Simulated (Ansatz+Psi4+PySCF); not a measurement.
Results of a calculation; reference values are marked as such.
Input for Psi4 1.11:

```
molecule {
0 2
C 0.000000 0.000000 0.000000
H 0.000000 0.000000 -1.090000
O 0.000000 1.176090 0.625340
O 0.000000 -1.048940 0.557730
}

set basis cc-pVTZ
set reference rohf
set scf_type pk
set mp2_type conv
set cc_type conv
set num_frozen_docc 3
energy('mp2')
```

The input is written out from the run's settings. Correlation on restricted open-shell orbitals is semicanonical, with singles.

Output:

```json
{
  "Converged": "yes",
  "Reference energy": "-188.19468 hartree",
  "Correlation energy": "-0.57327 hartree",
  "Total energy": "-188.76796 hartree",
  "Spin squared of the determinant": "0.750",
  "Occupied orbitals by symmetry in an Abelian subgroup (alpha; beta)": "10 Ap 2 App; 9 Ap 2 App"
}
```
